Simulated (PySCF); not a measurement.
Compound: C₅H₃F.
SMILES: `C#CC1=C[C@@H]1F`

Vertical excitations from PySCF (density fitting, frozen core in the response, grid level 2 and gas phase unless stated; continuum runs use non-equilibrium linear response for the excitations) on a GFN2-xTB geometry. Reference run:

```json
{"settings": "PBE0/def2-SVPD, energy threshold 1e-07 Eh, TDA, 3 singlets", "S1, eV (f)": "4.65 (0.002)", "S2, eV (f)": "5.65 (0.145)", "S3, eV (f)": "5.98 (0.003)", "S4, eV (f)": "–", "S5, eV (f)": "–", "S6, eV (f)": "–", "T1, eV (Tamm–Dancoff)": "3.50", "mean α (au)": "58.8"}
```

Problem. What do these settings give: PBE0/aug-cc-pVDZ, full TDDFT, 6 singlets?

Solution. 
```json
{"settings": "PBE0/aug-cc-pVDZ, full TDDFT, 6 singlets", "S1, eV (f)": "4.60 (0.003)", "S2, eV (f)": "5.44 (0.148)", "S3, eV (f)": "5.92 (0.002)", "S4, eV (f)": "6.27 (0.010)", "S5, eV (f)": "6.90 (0.023)", "S6, eV (f)": "7.02 (0.059)", "T1, eV (Tamm–Dancoff)": "–", "mean α (au)": "60.2"}
```

S1 moves by -0.05 eV; basis and response scheme change together, so the shift can't be laid on one. States are counted by energy in each run and needn't keep their character from row to row.

Problem. Which orbital pairs make up S1 in each run, and how does it sit against the orbital gap?

Solution. 
```
                                                  settings  S1 configurations (weight)  S1 (eV)  orbital gap (eV)  S1 − gap (eV)
PBE0/def2-SVPD, energy threshold 1e-07 Eh, TDA, 3 singlets        H−1→L 0.71, H→L 0.27     4.65              6.21          -1.56
                  PBE0/aug-cc-pVDZ, full TDDFT, 6 singlets        H−1→L 0.67, H→L 0.31     4.60              6.16          -1.56
```

